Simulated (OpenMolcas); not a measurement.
OpenMolcas timings: SiH4 (silane)

The species is SiH4 (5 atoms), meant as a singlet with charge 0. As SMILES, `[SiH4]`. The coordinates come from a PBE0-D4/def2-TZVP relaxation.

```xyz
5

Si    0.0000    0.0000   -0.0001
H     0.9676   -0.6884    0.8909
H    -1.3310    0.0449    0.6560
H    -0.1051   -0.7403   -1.2826
H     0.4685    1.3838   -0.2642
```

Program: OpenMolcas 26.06. Hardware: 1 thread of Arm Neoverse V1, shared host, so times are rough. Two-electron integrals are exact unless an approximation is named.

(1) Estimate their order by wall time, quickest first.
A. energy at CCSD(T)/pcseg-0, 5 core orbitals frozen
B. energy at CCSD(T)/pcseg-2, 5 core orbitals frozen
C. energy at CCSD(T)/aug-pcseg-2 (Cholesky decomposition), 5 core orbitals frozen
D. energy at CCSD(T)/aug-pcseg-1, 5 core orbitals frozen

## Answers

(1) A (2.2 s), D (5.7 s), B (16 s), C (9.8 min).
